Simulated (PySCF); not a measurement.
Homolysis of single bonds, series SiF3-X. Isolated molecules, 0 K electronic values unless said otherwise. One relaxed conformer stands for each flexible species; it need not be the lowest. Strings in code marks are SMILES.

Computed with PySCF with PBE-D3(BJ)/def2-TZVP // r2SCAN-D4/def2-TZVP. 

```csv
species,dipole moment (D)
radical fragment (`F[Si](F)F`),1.02
radical fragment (`[CH3]`),0.00
whole molecule (`F[Si](F)(F)Br`),0.76
radical fragment (`F[Si](F)Br`),0.87
radical fragment (`F[Si](F)O` (H–O–Si–F torsion 178°)),–
radical fragment (`[SeH]`),___
```

What belongs in the gaps?


- radical fragment (`[SeH]`), dipole moment (D): 0.55
